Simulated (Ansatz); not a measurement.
C3H5FO2 can be A, `COC1(F)CO1`, or B, `CC(O)(F)C=O`.

Program: Ansatz. Geometries: PBE0-D4/def2-TZVP. ΔE: electronic, gas phase. CBS: MP2 limit from def2 TZ/QZ plus the TZ coupled-cluster correction, frozen cores. DFT in def2-TZVPP. B3LYP here is the variant with VWN-RPA as its local correlation; programs differ in this. Each species was taken in one conformer, which may not be the lowest.

**Question.** Which is lower in electronic energy at CCSD(T)/CBS, and by how much? (An estimate is asked.)

**Answer.** Ansatz gave: B, by 134.5 kJ/mol.

**Question.** Give E(B) − E(A) in kJ/mol with PBE0-D4, B3LYP, CCSD(T)/def2-TZVPP, B2PLYP, CCSD/def2-TZVPP, B3LYP-D4, PBE-D4. (Best estimate.)

**Answer.** Ansatz gave: PBE0-D4 -118.5, B3LYP -130.5, CCSD(T)/def2-TZVPP -132.0, B2PLYP -133.3, CCSD/def2-TZVPP -130.8, B3LYP-D4 -132.3, PBE-D4 -122.5. None reverses the order clearly.

Largest T1 diagnostic: 0.014.

From PBE to PBE0 (25 % exact exchange), in def2-TZVPP and without D4, E(B) − E(A) moves by +3.7 kJ/mol.
